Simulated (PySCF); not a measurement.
Geometry:
```json
{"atom": "C1", "x (Å)": "-1.000", "y (Å)": "-0.804", "z (Å)": "0.451"}
{"atom": "C2", "x (Å)": "-0.156", "y (Å)": "0.127", "z (Å)": "-0.427"}
{"atom": "C3", "x (Å)": "1.341", "y (Å)": "-0.115", "z (Å)": "-0.203"}
{"atom": "C4", "x (Å)": "-0.482", "y (Å)": "1.507", "z (Å)": "-0.140"}
{"atom": "P5", "x (Å)": "-0.819", "y (Å)": "2.981", "z (Å)": "0.210"}
{"atom": "H6", "x (Å)": "-0.773", "y (Å)": "-1.843", "z (Å)": "0.223"}
{"atom": "H7", "x (Å)": "-0.786", "y (Å)": "-0.623", "z (Å)": "1.503"}
{"atom": "H8", "x (Å)": "-2.060", "y (Å)": "-0.632", "z (Å)": "0.280"}
{"atom": "H9", "x (Å)": "-0.392", "y (Å)": "-0.073", "z (Å)": "-1.482"}
{"atom": "H10", "x (Å)": "1.601", "y (Å)": "0.076", "z (Å)": "0.836"}
{"atom": "H11", "x (Å)": "1.933", "y (Å)": "0.545", "z (Å)": "-0.834"}
{"atom": "H12", "x (Å)": "1.594", "y (Å)": "-1.146", "z (Å)": "-0.443"}
```

Theoretical values (PySCF 2.14.0 with density-fitted response routines): GIAO PBE0/pcSseg-1 shieldings, GFN2-xTB structure. Non-relativistic Hamiltonian, averaged over atoms made equivalent by symmetry, fast rotation or ring inversion, in vacuum, a single conformation.

δ = σ(ref) − σ, references computed at the same level: TMS for ¹³C (σ = 186.93 ppm), ¹H (σ = 31.72 ppm); H3PO4 for ³¹P (σ = 318.38 ppm).

```tsv
atoms	nucleus	count	δ (ppm)
C2	¹³C	1	33.5
C4	¹³C	1	?
C1/C3	¹³C	2	?
H9	¹H	1	2.76
P5	³¹P	1	-23.3
H6/H7/H8/H10/H11/H12	¹H	6	1.32
```

Question: Fill in the missing shifts.

Answer: 
- C4: 195.5 ppm, carbon bonded to C, P
- C1/C3: 26.8 ppm, methyl carbon; a saturated carbon with 1 carbon neighbour and no heteroatom attached

Shifts are as computed. Against solution values, carbons near 30 ppm lie about +3 ppm off and those near 130 ppm about +5 ppm. Of 1211 compounds with measured shifts, 218 miss one by over three times the rms of a fit or turn the order of signals round; such compounds aren't used in these exercises. Experimental scales use liquid or dissolved standards, which lie at an offset from isolated H3PO4.
